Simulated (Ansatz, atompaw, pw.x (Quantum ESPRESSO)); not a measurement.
**phosphorus: does the PAW (atompaw) potential hold in the solid?**

```
Element                 : P
Generator               : atompaw 4.2.0.5
Type                    : PAW
Functional              : LDA (PW92)
Relativity              : scalar-relativistic
Frozen core             : [Ne]
Valence charge          : 5
Reference configuration : 3s2 3p3
Partial waves           : 3s (bound): rc 2.20 bohr; 3s channel at 0.2 Ry: rc 2.20 bohr; 3p (bound): rc 2.20 bohr; 3p channel at 1.15 Ry: rc 2.20 bohr; 3d channel at 0.3 Ry: rc 2.20 bohr; 3d channel at 0.8 Ry: rc 2.20 bohr
Local potential         : troulliermartins scheme with l = 3 at -0.5 Ry, radius 1.95 bohr
Core correction         : smooth core density matched at 1.40 bohr
Augmentation charge     : sinc compensation charge, radius 1.85 bohr; PAW radius 2.20 bohr; waves and projectors: custom polynom2 7 10 vanderbiltortho
```

Atomic tests: cutoffs needed: 8 Ry and 18 Ry (the cutoffs (Ry, on a coarse ladder) from which the occupation-weighted sum of valence levels, in a spherical-Bessel basis at the reference potential, stays within 10 and 1 mRy of its value at 400 Ry); ghost test: no extra level below or beside the all-electron valence levels (s, p, d, f tested) (spherical-Bessel basis up to 400 Ry, 20 bohr box); lowest eigenvalue of the overlap operator: 0.25 (s channel).

Crystal test: diamond P in pw.x 7.5, no spin, 9³ k-points, Fermi–Dirac smearing 0.01 Ry, cutoffs 40/400 Ry. The reference is all-electron LAPW (Ansatz 0.2.0) with the same functional, mesh and smearing; V0 and B0 come from Birch–Murnaghan fits to the pressures at five volumes. Errors are pseudo minus all-electron; Δ is the rms difference of the E(V) curves that follow from these fits, minima aligned, over ±6 % about the mean V0. Mesh and smearing are coarse, so the numbers serve the comparison and aren't converged zero-temperature values; the lattice is a test structure that the element need not adopt.

All-electron: a0 = 5.345 Å (V0 = 19.09 Å³/atom), B0 = 49.1 GPa.

Question: How far does the potential miss the all-electron equation of state?

Answer: mean pressure error (GPa): +0.00; a0 (Å): 5.345; a0 error (%): +0.00; B0 error (%): +0.1; Δ (meV/atom): 0.0.

```
V (Å³/atom)  P all-electron (GPa)  P pseudo (GPa)
     18.177                  2.58            2.59
     18.656                  1.16            1.16
     19.134                 -0.12           -0.11
     19.612                 -1.27           -1.27
     20.091                 -2.33           -2.33
```

Question: At the middle volume, how do free energy and pressure move when the wave cutoff is lowered (ecutrho held at 400 Ry)?

Answer:

```csv
cutoff (Ry),shift of F (meV/atom),shift of P (GPa)
18,+4.9,-0.17
24,+0.3,-0.02
32,+0.0,-0.00
```

The run at the middle volume (35 k-points, 10 iterations) took about 10 s on one core of a shared host (Intel(R) Xeon(R) 6975P-C, 192 threads, 756 GiB, load 139).
